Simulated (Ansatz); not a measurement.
System: body-centred tetragonal In. Method: PBE+SOC in Ansatz (PAW).

Settings: plane-wave cutoff 520 eV, 24×24×24 k mesh, Fermi–Dirac smearing 0.05 eV, PAW data made under PBE.

Shape and atoms are relaxed at each volume.

Pressure at four volumes; x = ln(V/27.420 Å³). One pressure is withheld.

```json
[
 {"V (Å³/atom)": "26.324", "x": "-0.0408", "P (GPa)": "?"},
 {"V (Å³/atom)": "26.872", "x": "-0.0202", "P (GPa)": "0.763"},
 {"V (Å³/atom)": "27.420", "x": "0.0000", "P (GPa)": "0.002"},
 {"V (Å³/atom)": "28.517", "x": "0.0392", "P (GPa)": "-1.263"}
]
```

Q: Pass a parabola P(x) through the three rows shown, estimate the bulk modulus and its pressure derivative near zero pressure, and predict the withheld pressure.

A: Slopes between the rows: (0.002 − (0.763))/(0.0000 − (-0.0202)) = -37.67 and (-1.263 − (0.002))/(0.0392 − (0.0000)) = -32.27 GPa. Their difference over the span 0.0594 is c = 5.40/0.0594 = 90.9 GPa, so P(x) = 0.763 + (-37.67)(x − (-0.0202)) + 90.9 (x − (-0.0202))(x − (0.0000)). At the middle row B = −dP/dx = −[-37.67 + 90.9 × 0.0202] = 35.8 GPa, and B′ = dB/dP = 2c/B = 5.1. At x = -0.0408 the parabola gives 1.615 GPa; the run gives 1.623 GPa. The Birch–Murnaghan fit to the energies at all volumes has B0 = 35.7 GPa and B′ = 5.2.

Measured, for comparison: bulk modulus 44.7 GPa (copied from a table, unchecked, extrapolated to 0 K and zero-point effects removed; as tabulated in Lejaeghere et al. (2013), arXiv:1204.2733). Computed less measured: bulk modulus not scored (unchecked).

Ansatz is a first-principles code.
